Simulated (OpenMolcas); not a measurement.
**quartet SiH3S: a chain of runs**

Aim: a single-point energy (UHF/STO-3G), then a single-point energy (CASSCF(3,3)/STO-3G), then the energy (CASPT2(3,3)/STO-3G), then the energy (SC-NEVPT2(3,3)/STO-3G), then a single-point energy (MRCI(3,3)/STO-3G) of quartet SiH3S. 

The results are computed with OpenMolcas 26.06.

## 1. The system as given

The species is SiH3S (5 atoms), meant as a quartet with charge 0. SMILES of the parent species: `[SiH3][S]`. The coordinates come from a GFN2-xTB relaxation. That shape belongs to the parent species and isn't relaxed for this state.

Bond lengths: Si1–S2 2.119 Å, Si1–H3 1.456 Å, Si1–H4 1.457 Å, Si1–H5 1.457 Å. Angles: S2–Si1–H3 107.0°, S2–Si1–H4 106.7°, S2–Si1–H5 106.6°, H3–Si1–H4 112.0°, H3–Si1–H5 112.2°, H4–Si1–H5 111.9°.

## 2. A single-point energy at UHF/STO-3G (run 1)

step1.input reads:

```
&GATEWAY
BasLib
$CurrDir
Coord
5
angstrom
Si      -0.167770       0.029220      -0.022990
S        1.896460      -0.340120       0.280510
H       -0.884570      -0.664450       1.038200
H       -0.497250      -0.498140      -1.340140
H       -0.346870       1.473500       0.044420
Basis
STO-3G
Group
NoSym
&SEWARD
&SCF
UHF
Spin
4
Scramble
0.25
PrOrbitals
1 1
```

The basis set STO-3G is read from a file made from the Basis Set Exchange's data (not shown).

Started as:

```sh
$ export MOLCAS_MEM=1860
$ pymolcas step1.input > step1.log
```

The log of the run:

```text
--- Start Module: gateway ---
[...]
--- Stop Module: gateway /rc=_RC_ALL_IS_WELL_ ---
--- Start Module: seward ---
[...]
      Basis functions           21
--- Stop Module: seward /rc=_RC_ALL_IS_WELL_ ---
--- Start Module: scf ---
[...]
       Convergence after  16 Iterations
[...]
::    Total SCF energy                               -680.2559509466
[...]
      Total spin, S                                     1.5005107018
[...]
      Total electronic charge=   33.000000
      Total            charge=   -0.000000
[...]
      Dipole Moment (debye):
      Origin of the operator (angstrom)=    0.8607   -0.1547    0.1281
                   X=  2.7203E+00               Y= -4.8522E-01               Z=  4.0286E-01           Total=  2.7924E+00
      Quadrupole Moment (debye*angstrom):
[...]
--- Stop Module: scf /rc=_RC_ALL_IS_WELL_ ---
[...]
```

Run time: 1.6 s. Hardware: 1 thread of Arm Neoverse V2, shared host; peak memory 0.37 GiB.

## 3. A single-point energy at CASSCF(3,3)/STO-3G (run 2)

step2.inp reads:

```
&GATEWAY
BasLib=$CurrDir
Coord
5
angstrom
Si      -0.167770       0.029220      -0.022990
S        1.896460      -0.340120       0.280510
H       -0.884570      -0.664450       1.038200
H       -0.497250      -0.498140      -1.340140
H       -0.346870       1.473500       0.044420
Basis=STO-3G
Group=NoSym
&SEWARD
&RASSCF
FileOrb=$CurrDir/step1.UnaOrb
Spin=4
Nactel=3 0 0
Inactive=15
Ras2=3
OrbListing=Nothing
```

The basis set STO-3G is read from a file made from the Basis Set Exchange's data (not shown).

Started as:

```sh
$ export MOLCAS_MEM=1860
$ pymolcas step2.inp > step2.log
```

The log of the run:

```text
--- Start Module: gateway ---
[...]
--- Stop Module: gateway /rc=_RC_ALL_IS_WELL_ ---
--- Start Module: seward ---
[...]
      Basis functions           21
--- Stop Module: seward /rc=_RC_ALL_IS_WELL_ ---
--- Start Module: rasscf ---
[...]
      Number of active orbitals                  3
[...]
      Spin quantum number                      1.5
[...]
      Active orbitals                            3
[...]
      Number of CSFs                             1
[...]
      Number of root(s) required                 1
[...]
      Convergence after  7 iterations
[...]
      printout of CI-coefficients larger than  0.05 for root  1
      energy=    -680.255606
      conf/sym  111     Coeff  Weight
             1  uuu   1.00000 1.00000
      Natural orbitals and occupation numbers for root  1
      sym 1:   1.000000   1.000000   1.000000
      ************************************************************************************************************************
      *                                                    Final results                                                     *
[...]
::    RASSCF root number  1 Total energy:   -680.25560646
[...]
      Total electronic charge=   33.000000
      Total            charge=   -0.000000
[...]
      Dipole Moment (debye):
      Origin of the operator (angstrom)=    0.8607   -0.1547    0.1281
                   X=  2.7032E+00               Y= -4.8221E-01               Z=  4.0033E-01           Total=  2.7749E+00
      Quadrupole Moment (debye*angstrom):
[...]
--- Stop Module: rasscf /rc=_RC_ALL_IS_WELL_ ---
[...]
```

It took 1.5 s on 1 thread of Arm Neoverse V2, shared host; peak memory 0.37 GiB.

## 4. The energy at CASPT2(3,3)/STO-3G (run 3)

step3.inp reads:

```
* H3SSi CASPT2

&GATEWAY
 BasLib = $CurrDir
 Coord
 5
 angstrom
 Si      -0.167770       0.029220      -0.022990
 S        1.896460      -0.340120       0.280510
 H       -0.884570      -0.664450       1.038200
 H       -0.497250      -0.498140      -1.340140
 H       -0.346870       1.473500       0.044420
 Basis = STO-3G
 Group = NoSym

&SEWARD

&RASSCF
 FileOrb = $CurrDir/step2.RasOrb
 Spin = 4
 Nactel = 3 0 0
 Inactive = 15
 Ras2 = 3
 OrbListing = Nothing

&CASPT2
 Imaginary = 0.1
 Frozen = 10
```

The basis set STO-3G is read from a file made from the Basis Set Exchange's data (not shown).

Started as:

```sh
$ export MOLCAS_MEM=1860
$ pymolcas step3.inp > step3.log
```

The log of the run:

```text
--- Start Module: gateway ---
[...]
--- Stop Module: gateway /rc=_RC_ALL_IS_WELL_ ---
[...]
      Basis functions           21
[...]
--- Start Module: rasscf ---
[...]
      Number of active orbitals                  3
[...]
      Spin quantum number                      1.5
[...]
      Active orbitals                            3
[...]
      Number of CSFs                             1
[...]
      Number of root(s) required                 1
[...]
      Convergence after  4 iterations
[...]
      printout of CI-coefficients larger than  0.05 for root  1
      energy=    -680.255606
      conf/sym  111     Coeff  Weight
             1  uuu   1.00000 1.00000
      Natural orbitals and occupation numbers for root  1
      sym 1:   1.000000   1.000000   1.000000
      ************************************************************************************************************************
      *                                                    Final results                                                     *
[...]
::    RASSCF root number  1 Total energy:   -680.25560646
[...]
      Total electronic charge=   33.000000
      Total            charge=   -0.000000
[...]
      Dipole Moment (debye):
      Origin of the operator (angstrom)=    0.8607   -0.1547    0.1281
                   X=  2.7032E+00               Y= -4.8221E-01               Z=  4.0034E-01           Total=  2.7749E+00
      Quadrupole Moment (debye*angstrom):
[...]
--- Stop Module: rasscf /rc=_RC_ALL_IS_WELL_ ---
--- Start Module: caspt2 ---
[...]
      E2 (Variational):          -0.0368787785
      Total energy:            -680.2924852374
[...]
      Reference weight:           0.98159
[...]
::    CASPT2 Root  1     Total energy:   -680.29248524
[...]
--- Stop Module: caspt2 /rc=_RC_ALL_IS_WELL_ ---
[...]
```

It took 1.6 s on 1 thread of Arm Neoverse V2, shared host; peak memory 0.37 GiB.

## 5. The energy at SC-NEVPT2(3,3)/STO-3G (run 4)

step4.input reads:

```
* H3SSi NEVPT2
&GATEWAY
BasLib=$CurrDir
Coord
5
angstrom
Si      -0.167770       0.029220      -0.022990
S        1.896460      -0.340120       0.280510
H       -0.884570      -0.664450       1.038200
H       -0.497250      -0.498140      -1.340140
H       -0.346870       1.473500       0.044420
Basis=STO-3G
Group=NoSym
&SEWARD
&RASSCF
FileOrb=$CurrDir/step2.RasOrb
Spin=4
Nactel=3 0 0
Inactive=15
Ras2=3
OrbListing=Nothing
&CASPT2
SC-NEVPT2
Frozen=10
```

The basis set STO-3G is read from a file made from the Basis Set Exchange's data (not shown).

Started as:

```sh
$ export MOLCAS_MEM=1860
$ pymolcas step4.input > step4.log
```

The log of the run:

```text
--- Start Module: gateway ---

                                              &GATEWAY

                       available to each process: 1.9 GB of memory, 1 thread

 Basis Set     1 Label: SI.STO-3G
 Basis set is read from library:.
 basistype.tbl is not found

 Basis Set     2 Label: S.STO-3G
 Basis set is read from library:.
 basistype.tbl is not found

 Basis Set     3 Label: H.STO-3G
 Basis set is read from library:.
 basistype.tbl is not found

++    Symmetry information:
      ---------------------

[... 227 lines left out ...]
      Note: transformation to natural orbitals
[... 7 lines left out ...]
      Natural orbitals and occupation numbers for root  1
[... 20 lines left out ...]
      Final state energy(ies):
[... 60 lines left out ...]
      Natural orbitals for root   1 are written to the RASORB.1 file
[... 75 lines left out ...]
 Compute H0 matrices for state    1
[... 14 lines left out ...]
--- Stop Module: caspt2 /rc=-6 ---

.########################.
.# Non-zero return code #.
.########################.

    Timing: Wall=1.31 User=1.02 System=0.24
```

Wall time 1.5 s (1 thread of Arm Neoverse V2, shared host); peak memory 0.37 GiB.

The job broke off with an error.

## 6. A single-point energy at MRCI(3,3)/STO-3G (run 5)

step5.input reads:

```
&GATEWAY
  BasLib
  $CurrDir
  Coord
  5
  angstrom
  Si      -0.167770       0.029220      -0.022990
  S        1.896460      -0.340120       0.280510
  H       -0.884570      -0.664450       1.038200
  H       -0.497250      -0.498140      -1.340140
  H       -0.346870       1.473500       0.044420
  Basis
  STO-3G
  Group
  NoSym

&SEWARD

&RASSCF
  FileOrb
  $CurrDir/step2.RasOrb
  Spin
  4
  Nactel
  3 0 0
  Inactive
  15
  Ras2
  3
  OrbListing
  Nothing

&MOTRA
  LumOrb
  Frozen
  10

&GUGA
  Electrons
  13
  Spin
  4
  Inactive
  5
  Active
  3
  CIAll
  1

&MRCI
  SDCI
```

The basis set STO-3G is read from a file made from the Basis Set Exchange's data (not shown).

Started as:

```sh
$ export MOLCAS_MEM=1860
$ pymolcas step5.input > step5.log
```

The log of the run:

```text
--- Start Module: gateway ---
[...]
--- Stop Module: gateway /rc=_RC_ALL_IS_WELL_ ---
[...]
      Basis functions           21
[...]
      Number of active orbitals                  3
[...]
      Spin quantum number                      1.5
[...]
      Active orbitals                            3
[...]
      Number of CSFs                             1
[...]
      Number of root(s) required                 1
[...]
      Convergence after  4 iterations
[...]
      printout of CI-coefficients larger than  0.05 for root  1
      energy=    -680.255606
      conf/sym  111     Coeff  Weight
             1  uuu   1.00000 1.00000
      Natural orbitals and occupation numbers for root  1
      sym 1:   1.000000   1.000000   1.000000
      ************************************************************************************************************************
      *                                                    Final results                                                     *
[...]
::    RASSCF root number  1 Total energy:   -680.25560646
[...]
      Dipole Moment (debye):
      Origin of the operator (angstrom)=    0.8607   -0.1547    0.1281
                   X=  2.7032E+00               Y= -4.8221E-01               Z=  4.0034E-01           Total=  2.7749E+00
      Quadrupole Moment (debye*angstrom):
[...]
--- Start Module: guga ---
[...]
--- Stop Module: guga /rc=_RC_ALL_IS_WELL_ ---
--- Start Module: mrci ---
[...]
       (But an ACPF correction will be computed)
       USE THE DEFAULT ACPF G-VALUE GFAC=  0.15384615384615385
[...]
                      CI ENERGY:  -680.31064487
[...]
                ACPF CORRECTION:    -0.00206510
[...]
      Total electronic charge=   33.000000
      Total            charge=   -0.000000
[...]
     ACPF CORRECTION:     -0.00206510
[...]
  CI State   1     Total energy:   -680.31064487     QDav:     -0.00245733     QACPF:     -0.00206510
[...]
```

Wall time 1.6 s (1 thread of Arm Neoverse V2, shared host); peak memory 0.37 GiB.

## 7. Results

```
                                                 quantity                value
                          run 1, UHF/STO-3G: total energy        -680.25595 Eh
                         run 1, UHF/STO-3G: dipole moment               2.79 D
                                  run 1, UHF/STO-3G: ⟨S²⟩                3.752
                  run 2, CASSCF(3,3)/STO-3G: total energy        -680.25561 Eh
run 2, CASSCF(3,3)/STO-3G: dipole moment (CASSCF density)               2.77 D
                  run 3, CASPT2(3,3)/STO-3G: total energy        -680.29249 Eh
run 3, CASPT2(3,3)/STO-3G: dipole moment (CASSCF density)               2.77 D
                    run 5, MRCI(3,3)/STO-3G: total energy        -680.31064 Eh
  run 5, MRCI(3,3)/STO-3G: dipole moment (CASSCF density)               2.77 D
                             run 4, SC-NEVPT2(3,3)/STO-3G  no result (crashed)
```

**Reading.** 1 of the 5 runs did not end normally.
